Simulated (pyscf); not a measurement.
Thermochemistry of product channels of `[CH2]=[O]` + `[OH]` [doublet] on the doublet surface, in kcal/mol, from CCSD(T)/def2-TZVPP + ΔMP2(QZVPP) energies (ideal gas, 1 atm, RRHO with modes under 100 cm⁻¹ raised to 100, one conformer, R ln 2 for rigid chiral ones). Optimised with ωB97X-D3(BJ)/def2-SVP in PySCF. Correlated levels are frozen-core, on RHF or UHF. ΔMP2 is the change of the MP2 total energy from the triple- to the quadruple-zeta basis.

```csv
products,ΔE,ΔH(298 K),ΔG(298 K),ΔG(600 K)
`[OH][CH][OH]` [doublet],-35.1,-31.1,-22.3,-13.3
`[CH]=[O]` [doublet] + `[OH2]`,?,-30.1,-31.3,-32.5
`[OH][C][OH]` [singlet] + `[H]` [doublet],?,+21.2,+23.6,+25.8
`[O][CH2][OH]` [doublet],?,-22.5,-13.5,-4.3
```

**Question.** Fill in the missing entries.

**Answer.** 
- `[CH]=[O]` [doublet] + `[OH2]`, ΔE: -30.0
- `[OH][C][OH]` [singlet] + `[H]` [doublet], ΔE: +22.7
- `[O][CH2][OH]` [doublet], ΔE: -25.4

The channel to HO–CH•–OH turns unfavourable between 298 and 1200 K (ΔG from -22.3 kcal/mol to +4.0 kcal/mol). The channel to •O–CH₂–OH turns unfavourable between 298 and 1200 K (ΔG from -13.5 kcal/mol to +13.7 kcal/mol).

These are energies of the channels, which say nothing of barriers. HO–C:–OH [singlet] lies 41.2 kcal/mol over its isomer O=CH–OH, and others may lie lower still (electronic energy, ωB97M-D3(BJ)). The CCSD(T) − MP2 part came from Ansatz, without density fitting, on the same reference. Left out: orbital degeneracy and the spin-orbit lowering of OH.
